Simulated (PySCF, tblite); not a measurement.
**hydrogen cyanide and methylamine**

A gas-phase complex of hydrogen cyanide and methylamine; neutral, singlet. The structure comes from a short search (6 tight-binding starts) and was relaxed by PBE0-D3(BJ)/def2-TZVPD; another way of binding may lie lower. No frequency run checks that it is a minimum.

| part | name | SMILES | atoms | charge | multiplicity |
| --- | --- | --- | --- | --- | --- |
| 1 | hydrogen cyanide | C#N | 1–3 | 0 | 1 |
| 2 | methylamine | CN | 4–10 | 0 | 1 |

```xyz
10

C    -0.060   -0.144   -0.133
N     0.925   -0.606   -0.498
H    -1.004    0.290    0.213
C    -2.410    1.101    2.452
N    -2.642    1.082    1.012
H    -3.213    1.567    3.035
H    -2.282    0.078    2.810
H    -1.483    1.637    2.663
H    -2.790    2.020    0.661
H    -3.479    0.555    0.791
```
Atoms count from 1 in this order.

| contact | kind (by geometry) | distance (Å) | angle (°) |
| --- | --- | --- | --- |
| H3···N5 | C–H hydrogen bond | 1.987 | 175 |

Interaction energies are complex less parts, with the parts frozen as they stand in it; counterpoise-corrected, in kcal/mol (PySCF). The CCSD(T) estimate is Hartree-Fock/aug-cc-pVQZ, plus the MP2 correlation part extrapolated as X⁻³ from aug-cc-pVTZ and aug-cc-pVQZ, plus CCSD(T) less MP2 in aug-cc-pVDZ; noble-gas cores are frozen. It isn't the exact limit.

| level | interaction | superposition error removed |
| --- | --- | --- |
| Hartree-Fock/aug-cc-pVQZ | -5.41 | - |
| wB97M-D3(BJ)/def2-TZVPD | -7.61 | -0.15 |
| PBE0-D3(BJ)/def2-TZVPD | -8.27 | -0.14 |
| MP2/aug-cc-pVQZ | -7.28 | -0.31 |

**Question.** What does CCSD(T) at its estimated basis limit give, and which of these levels comes nearest?

**Answer.** -7.09 kcal/mol. MP2/aug-cc-pVQZ is nearest, off by -0.19; the errors are Hartree-Fock/aug-cc-pVQZ +1.68, wB97M-D3(BJ)/def2-TZVPD -0.52, PBE0-D3(BJ)/def2-TZVPD -1.18, MP2/aug-cc-pVQZ -0.19.

**Question.** What holds them together? Decompose the wB97M-D3(BJ)/def2-TZVPD energy: frozen parts, their antisymmetrised product, then relaxation.

**Answer.** electrostatic -13.1, Pauli repulsion +12.8, orbital relaxation -6.3, dispersion correction -1.2 kcal/mol, which sum to the value before the counterpoise correction; the Pauli term holds the exchange-correlation of the frozen density too. Of the attraction, 63 % is electrostatic, 31 % is orbital relaxation, 6 % is dispersion correction.

The parts were also relaxed and run alone, at the levels used for the complex: shieldings by PBE0/pcSseg-2; core levels by delta-SCF with SCAN, pcX-2 on the ionised atom and pcseg-1 elsewhere, spin-free X2C.

Values alone: C1–H3 bond (Å): 1.069; shielding of H3 (ppm): 29.01; shielding of N5 (ppm): 245.5; shielding of C1 (ppm): 71.5; C1 1s core level (eV): 293.41; N2 1s core level (eV): 406.64; N5 1s core level (eV): 405.10.

**Question.** What does binding change?

**Answer.** 
```
             property   alone  in the complex  change
       C1–H3 bond (Å)   1.069           1.095  +0.026
shielding of H3 (ppm)   29.01           23.93   -5.07
shielding of N5 (ppm)   245.5           237.0    -8.5
shielding of C1 (ppm)    71.5            63.8    -7.7
C1 1s core level (eV)  293.41          292.00   -1.41
N2 1s core level (eV)  406.64          405.42   -1.22
N5 1s core level (eV)  405.10          405.96   +0.87
```

The core-hole states of C1, N2 are spin-contaminated (⟨S²⟩ 0.84, 0.83 against 0.75 for a pure doublet), so those values and differences from them are less sure.
